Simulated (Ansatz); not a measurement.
How far each method lies from full CI for SiCl, quartet

Geometry: that of the SiCl, doublet, kept fixed. The doublet lies 2.5 eV lower here.

```xyz
2

Si    0.0000    0.0000    0.0000
Cl    0.0000    0.0000    2.0671
```

Basis 6-31G; Ansatz 0.2.0. Only valence electrons are correlated (noble-gas cores frozen), which leaves 11 electrons in 16 orbitals. R marks a restricted (for open shells ROHF) determinant, U an unrestricted one. Active spaces: valence = (11e, 8o) chosen from the atoms' valence shells.

Full CI is exact within this basis and frozen core; it isn't the basis-set limit. The frozen core follows each run's orbitals, which can shift R against U totals by a few meV.

For open shells CISD and CISDTQ are restricted-active-space CI with the open shells as a complete middle space.

The UHF ⟨S²⟩ is 3.753 and the T1 diagnostic (RCCSD) is 0.0176. The largest doubles amplitude (RCCSD) is 0.055 and the T1 diagnostic (UCCSD) is 0.0149.

| level | E − E(full CI) (kcal/mol) | share of correlation (%) | wall time |
| --- | --- | --- | --- |
| RHF | 42.47 | 0.00 | – |
| UHF | 41.87 | 1.39 | – |
| RMP2 | 7.70 | 81.86 | – |
| UMP2 | 7.62 | 82.06 | – |
| CISD | 1.90 | 95.53 | 0.94 s |
| RCCSD | 0.90 | 97.89 | – |
| UCCSD | 0.89 | 97.90 | – |
| RCCSD(T) | 0.19 | 99.54 | 0.7 s |
| UCCSD(T) | 0.19 | 99.55 | 0.64 s |
| BCCD(T) | 0.21 | 99.50 | 0.63 s |
| RCCSDT | 0.00 | 100.00 | – |
| UCCSDT | 0.00 | 100.01 | – |
| CISDTQ | 0.05 | 99.88 | 19 s |
| RCCSDT(Q) | 0.00 | 99.99 | 3.5 s |
| UCCSDT(Q) | -0.01 | 100.03 | 2.9 s |
| RCCSDTQ | 0.00 | 100.01 | 32 s |
| UCCSDTQ | -0.01 | 100.02 | 32 s |
| CASSCF (valence space) | 30.79 | 27.49 | – |
| NEVPT2 (valence space) | 7.69 | 81.90 | 0.54 s |
| MRCISD (valence space) | 1.24 | 97.09 | – |
| MRCISD+Q (valence space) | 0.40 | 99.06 | 1.1 s |

The correlation energy at full CI, counted from RHF, is -1.842 eV. That run took 1.9 min on 1 thread of Arm Neoverse V2, shared host over 5,206,784 determinants.

Times hold each run's SCF and search for its determinant on a shared host, so for small cases they say little of a method's own cost; they ran on 1 thread of Arm Neoverse V2. Some runs computed forces too.

The full-CI state has the irrep A2 of C2v, in the program's axes (one component, if the state is degenerate).

Natural occupations of full CI about the gap: 1.992 1.985 1.985 1.962 1.003 0.999 0.999 0.028 0.011 0.011; effectively unpaired electrons, Σ n²(2−n)², 3.01.
